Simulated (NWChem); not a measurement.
System: hydrogen chloride (HCl); SMILES Cl

NWChem input:

```
start job
memory heap 200 mb stack 900 mb global 1100 mb
geometry units angstroms noautoz
  Cl     0.000000     0.000000     0.075025
  H      0.000000     0.000000    -1.210165
end
basis spherical
  * library def2-tzvpd
end
dft
  xc xpbe96 cpbe96
  iterations 150
  mulliken
end
task dft energy
```

Parts of the log:

```
             Northwest Computational Chemistry Package (NWChem) 7.3.0
             --------------------------------------------------------

 ORDER OF PRIMARY AXIS IS BEING SET TO 4
 C4V symmetry detected

                             Geometry "geometry" -> ""
                             -------------------------

 Output coordinates in angstroms (scale by  1.889725989 to convert to a.u.)

  No.       Tag          Charge          X              Y              Z
 ---- ---------------- ---------- -------------- -------------- --------------
    1 Cl                  17.0000     0.00000000     0.00000000     0.07139944
    2 H                    1.0000     0.00000000     0.00000000    -1.21379056

 Effective nuclear repulsion energy (a.u.)       6.9997535252

      Symmetry information
      --------------------

 Group name             C4v
 Group number             18
 Group order               8
 No. of unique centers     2

  pbe96 is a nonlocal functional; adding pw91lda local functional.

                                 NWChem DFT Module
                                 -----------------

 Summary of "ao basis" -> "ao basis" (spherical)
 ------------------------------------------------------------------------------
       Tag                 Description            Shells   Functions and Types
 ---------------- ------------------------------  ------  ---------------------
 Cl                        def2-tzvpd               16       46   6s6p3d1f
 H                         def2-tzvpd                5        9   3s2p

      Symmetry analysis of basis
      --------------------------

        a1         21
        a2          0
        b1          4
        b2          4
        e          26

            General Information
            -------------------
          SCF calculation type: DFT
          Wavefunction type:  closed shell.
          No. of atoms     :     2
          No. of electrons :    18
           Alpha electrons :     9
            Beta electrons :     9
          Charge           :     0
          Spin multiplicity:     1
          Use of symmetry is: on ; symmetry adaption is: on
          Maximum number of iterations: 150
          AO basis - number of functions:    55
                     number of shells:    21
          Convergence on energy requested:  1.00D-06
          Convergence on density requested:  1.00D-05
          Convergence on gradient requested:  5.00D-04

              XC Information
              --------------
          PerdewBurkeErnzerhof Exchange Functional  1.000
            Perdew 1991 LDA Correlation Functional  1.000 local
           PerdewBurkeErnz. Correlation Functional  1.000 non-local

             Grid Information
             ----------------
          Grid used for XC integration:  medium
          Radial quadrature: Mura-Knowles
          Angular quadrature: Lebedev.
          Tag              B.-S. Rad. Rad. Pts. Rad. Cut. Ang. Pts.
          ---              ---------- --------- --------- ---------
          Cl                  1.00       88           9.0       590
          H                   0.35       45           8.0       434
          Grid pruning is: on
          Number of quadrature shells:   133
          Spatial weights used:  Erf1

      Superposition of Atomic Density Guess
      -------------------------------------

 Sum of atomic energies:        -459.97771608

      Non-variational initial energy
      ------------------------------

 Total energy =    -460.044913
 1-e energy   =    -649.077279
 2-e energy   =     182.032612
 HOMO         =      -0.448583
 LUMO         =       0.048574

      Symmetry analysis of molecular orbitals - initial
      -------------------------------------------------

 !! scf_movecs_sym_adapt:    8 vectors were symmetry contaminated

  Symmetry fudging

 !! scf_movecs_sym_adapt:    6 vectors were symmetry contaminated

  Numbering of irreducible representations:

     1 a1          2 a2          3 b1          4 b2          5 e

  Orbital symmetries:

     1 a1          2 a1          3 a1          4 e           5 e
     6 a1          7 a1          8 e           9 e          10 a1
    11 a1         12 e          13 e          14 a1         15 e
    16 e          17 b1         18 b2         19 a1

     ---------------------------------------------
      Total Density - Mulliken Population Analysis
     ---------------------------------------------

    Atom       Charge   Shell Charges
 -----------   ------   -------------------------------------------------------
    1 Cl  17    17.44   2.01  0.45  1.52  1.10  0.85  0.03  4.19  1.69  1.11  2.93  1.53  0.03  0.01  0.01  0.00  0.00
    2 H    1     0.56   0.17  0.33  0.03  0.03  0.01

   convergence    iter        energy       DeltaE   RMS-Dens  Diis-err
 ---------------- ----- ----------------- --------- --------- ---------
 d= 0,ls=0.0,diis     1   -460.6048349307 -4.68D+02  7.72D-03  6.89D-01
 d= 0,ls=0.0,diis     2   -460.6077238939 -2.89D-03  6.09D-03  1.38D-01
 d= 0,ls=0.0,diis     3   -460.6129644820 -5.24D-03  2.79D-03  1.08D-01
 d= 0,ls=0.0,diis     4   -460.6283190044 -1.54D-02  2.54D-04  2.41D-04
 d= 0,ls=0.0,diis     5   -460.6283468944 -2.79D-05  6.40D-05  4.22D-05
  Resetting Diis
 d= 0,ls=0.0,diis     6   -460.6283510406 -4.15D-06  1.13D-05  9.46D-07
 d= 0,ls=0.0,diis     7   -460.6283511548 -1.14D-07  3.54D-06  1.82D-08

         Total DFT energy =     -460.628351154757
      One electron energy =     -649.854067385101
           Coulomb energy =      210.625887486198
    Exchange-Corr. energy =      -28.399924781010
 Nuclear repulsion energy =        6.999753525156

 Numeric. integr. density =       18.000001170440

                  Occupations of the irreducible representations
                  ----------------------------------------------

                     irrep           alpha         beta
                     --------     --------     --------
                     a1                5.0          5.0
                     a2                0.0          0.0
                     b1                0.0          0.0
                     b2                0.0          0.0
                     e                 4.0          4.0

                       DFT Final Molecular Orbital Analysis
                       ------------------------------------

 Vector    7  Occ=2.000000D+00  E=-4.324608D-01  Symmetry=a1
              MO Center= -8.9D-16,  1.3D-15, -1.3D-01, r^2= 1.3D+00
   Bfn.  Coefficient  Atom+Function         Bfn.  Coefficient  Atom+Function
  ----- ------------  ---------------      ----- ------------  ---------------
    18      0.422431  1 Cl pz                48     -0.244757  2 H  s
     4      0.232732  1 Cl s                  5      0.218319  1 Cl s
    15      0.207602  1 Cl pz                21      0.181659  1 Cl pz
     9     -0.173808  1 Cl pz                 3     -0.162963  1 Cl s
    47     -0.162149  2 H  s                 12     -0.080101  1 Cl pz

 Vector    8  Occ=2.000000D+00  E=-2.952902D-01  Symmetry=e
              MO Center=  2.4D-15, -9.6D-16,  2.8D-02, r^2= 1.2D+00
   Bfn.  Coefficient  Atom+Function         Bfn.  Coefficient  Atom+Function
  ----- ------------  ---------------      ----- ------------  ---------------
    16      0.534643  1 Cl px                19      0.322845  1 Cl px
    13      0.248711  1 Cl px                 7     -0.205929  1 Cl px
    17     -0.129897  1 Cl py                10     -0.092823  1 Cl px
    20     -0.078439  1 Cl py                14     -0.060427  1 Cl py
     8      0.050033  1 Cl py                53      0.025415  2 H  px

 Vector    9  Occ=2.000000D+00  E=-2.952902D-01  Symmetry=e
              MO Center= -1.5D-15, -6.8D-16,  2.8D-02, r^2= 1.2D+00
   Bfn.  Coefficient  Atom+Function         Bfn.  Coefficient  Atom+Function
  ----- ------------  ---------------      ----- ------------  ---------------
    17      0.534643  1 Cl py                20      0.322845  1 Cl py
    14      0.248711  1 Cl py                 8     -0.205929  1 Cl py
    16      0.129897  1 Cl px                11     -0.092823  1 Cl py
    19      0.078439  1 Cl px                13      0.060427  1 Cl px
     7     -0.050033  1 Cl px                54      0.025415  2 H  py

 Vector   10  Occ=0.000000D+00  E=-3.749358D-02  Symmetry=a1
              MO Center= -2.3D-16,  3.5D-15, -9.5D-01, r^2= 3.7D+00
   Bfn.  Coefficient  Atom+Function         Bfn.  Coefficient  Atom+Function
  ----- ------------  ---------------      ----- ------------  ---------------
     6      1.107343  1 Cl s                 55     -0.519343  2 H  pz
    49     -0.404060  2 H  s                 18      0.372397  1 Cl pz
    48      0.310999  2 H  s                  4     -0.286016  1 Cl s
     5     -0.204124  1 Cl s                 37      0.177844  1 Cl d  0
     3      0.163547  1 Cl s                 24     -0.142725  1 Cl pz

 Vector   11  Occ=0.000000D+00  E= 3.845065D-02  Symmetry=a1
              MO Center= -2.2D-15, -1.9D-14, -7.7D-02, r^2= 1.1D+01
   Bfn.  Coefficient  Atom+Function         Bfn.  Coefficient  Atom+Function
  ----- ------------  ---------------      ----- ------------  ---------------
    49      1.284054  2 H  s                 24      1.183768  1 Cl pz
     6     -1.084613  1 Cl s                 21      0.397148  1 Cl pz
    55      0.170265  2 H  pz                48      0.163712  2 H  s
     5     -0.157926  1 Cl s                 32      0.109982  1 Cl d  0
    47      0.104072  2 H  s                 27      0.080479  1 Cl d  0

[...]
```

Level: PBE/def2-TZVPD. All runs use the structure optimised with PBE0/def2-SVP.
